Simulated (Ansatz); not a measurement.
# OS: the cost of one run

Program: Ansatz 0.2.0, driven from Python. Level of theory: PBE0/cc-pVDZ. These are calculated values, not measurements.

## 1. The system

Bond lengths: S1–O2 1.346 Å.

No structure file is read: the coordinates are typed or built in the script.

## 2. The script

Contents of freq.py:

```python
# -*- coding: utf-8 -*-
"""Harmonic frequencies of OS(+) at its relaxed geometry."""

import ansatz as az
import numpy as np


def main():
    geometry_ang = [
        ("S", (0.6728, 0.0, 0.0)),
        ("O", (-0.6728, 0.0, 0.0)),
    ]
    molecule = az.Crystal.molecule()
    for symbol, xyz in geometry_ang:
        molecule = molecule.atom(symbol, xyz)

    model = (
        molecule.calculation()
        .basis(gaussian="cc-pVDZ")
        .functional("PBE0")
        .charge(1)
        .spin("collinear", total=1)
    )
    symbols = [site.symbol for site in molecule.cartesian_sites]
    start = np.array([site.position_ang for site in molecule.cartesian_sites], dtype=float)
    rep = model.relax(force_tolerance=0.003).run().report
    end = np.array(rep["positions_ang"])

    print("final positions (A) and the move of each atom")
    for symbol, xyz, old in zip(symbols, end, start):
        print(f"{symbol:2s} {xyz[0]:10.5f} {xyz[1]:10.5f} {xyz[2]:10.5f}   {np.linalg.norm(xyz - old):7.4f}")

    # frequencies need a stationary point, so they are taken at the relaxed geometry
    minimum = az.Crystal.molecule()
    for symbol, place in zip(symbols, end):
        minimum = minimum.atom(symbol, place.tolist())
    vibrating = minimum.calculation()
    vibrating = vibrating.basis(gaussian="cc-pVDZ").functional("PBE0")
    vibrating = vibrating.charge(1)
    vibrating = vibrating.spin("collinear", total=1)
    vibrating = vibrating.phonons(temperatures=(100, 500, 100))
    vib = vibrating.run().report["vibrations"]
    sums = vib["harmonic_sums"]
    modes = [m["omega_inv_cm"] for m in sums["modes_at_gamma"] if m["rigid_motion"] == "no"]
    for number, w in enumerate(modes, start=1):
        print(f"mode {number:2d} {w:9.1f} 1/cm {w / 8065.544 * 1000:8.2f} meV")
    print("imaginary modes:", sum(w < 0 for w in modes), " zero-point energy:", round(sums["zero_point_energy_ev"], 4), "eV")
    print("T (K)   F_vib (eV)   S_vib (meV/K)   C_vib (meV/K)")
    for row in zip(sums["temperatures_k"], sums["vibrational_free_energy_ev"], vib["entropy_ev_per_k"], vib["heat_capacity_ev_per_k"]):
        print(f"{row[0]:6.1f} {row[1]:11.4f} {1000 * row[2]:13.4f} {1000 * row[3]:15.4f}")


if __name__ == "__main__":
    main()
```

## 3. Running it

Launch:

```bash
$ python freq.py
```

What time and memory should one allow on 1 thread of Arm Neoverse V1, shared host?

About 13 s, with a peak of 0.17 GiB.
